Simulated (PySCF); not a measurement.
CClF (singlet state).
SMILES with atom numbers: `[F:1][C:2][Cl:3]`

Cartesian coordinates in Å at the GFN2-xTB level; atoms count from 1:
```
atom  x, y, z in Å
F1    -1.1302   -0.3468   -0.0026
C2    -0.1655    0.5546   -0.0111
Cl3    1.3072   -0.2104    0.0012
```

The calculation used TDDFT CAM-B3LYP/def2-SVPD, vertical, gas phase, core orbitals frozen in the response in PySCF.

Question: Predict the UV-vis stick spectrum at this level.

Answer: 

| state | E (eV) | E (kJ/mol) | λ (nm) | f | symmetry | main configurations (H = HOMO, L = LUMO) |
| --- | --- | --- | --- | --- | --- | --- |
| S1 | 3.08 | 297 | 402.8 | 0.0069 | A″ | H→L (100%) |
| S2 | 5.81 | 561 | 213.3 | 0.0001 | – | H-1→L (100%) |
| S3 | 6.89 | 664 | 180.0 | 0.0028 | A′ | H-2→L (56%), H→L+1 (29%) |
| S4 | 7.64 | 737 | 162.2 | 0.203 | A′ | H-2→L (34%), H→L+1 (26%), H→L+2 (20%) |
| S5 | 8.10 | 782 | 153.0 | 0.033 | A′ | H→L+2 (67%), H→L+1 (22%) |
| S6 | 8.75 | 844 | 141.8 | 0.064 | A′ | H→L+3 (48%), H→L+5 (29%), H→L+1 (14%) |
| S7 | 8.90 | 858 | 139.4 | 0.044 | A″ | H→L+4 (98%) |
| S8 | 9.17 | 885 | 135.1 | 0.099 | A′ | H→L+5 (50%), H→L+3 (40%) |

Triplets (Tamm–Dancoff): T1 1.34 eV, H→L (97%); T2 5.55 eV, H-1→L (98%); T3 5.67 eV, H-2→L (99%).

The lowest singlet lies at 3.08 eV (403 nm, visible) and is weak; its leading configuration is HOMO→LUMO (100%). The most intense listed level is S4 at 7.64 eV (162 nm, f = 0.203), 4.56 eV above S1. Löwdin shares by element: HOMO carbon 58%, chlorine 26%, fluorine 16%; LUMO carbon 60%, chlorine 23%, fluorine 17%. Of the 8 states listed, 5 reach f = 0.01 and 1 stays under 0.0005. Orbital energies (eV): HOMO-3 -15.98, HOMO-2 -12.57, HOMO-1 -12.13, HOMO -9.36, LUMO -1.72, LUMO+1 1.47, LUMO+2 1.87. The listed states span 6.10 eV, and the widest gap between neighbours is 2.73 eV (S1 to S2). S1 lies in the visible range (380 to 750 nm), at 403 nm, f = 0.0069; light of that wavelength is violet, and its complementary colour is yellow-green. Symmetry labels in Cs follow from the direction of the transition dipole and are given only for states with f of 0.002 or more. Only the lowest 8 singlets were computed, as vertical energies without vibronic structure.
